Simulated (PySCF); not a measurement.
Calculation: B3LYP-D3(BJ)/def2-TZVP // PBE0-D4/def2-TZVP in PySCF 2.14.0. Isolated molecules, 0 K electronic values unless said otherwise. B3LYP has the VWN-RPA correlation part, as in Gaussian. 

Reference species (SMILES): `[SH]` (neutral, multiplicity 2).

```
Item                             Result
-----------------------------  --------
highest occupied spin orbital  -7.17 eV
```

Changed species: `C#[C]` (radical fragment; the reference has radical fragment).

### Question
Predict the effect on the highest occupied spin orbital.

### Answer
the highest occupied spin orbital falls by 1.19 eV, to -8.36 eV.
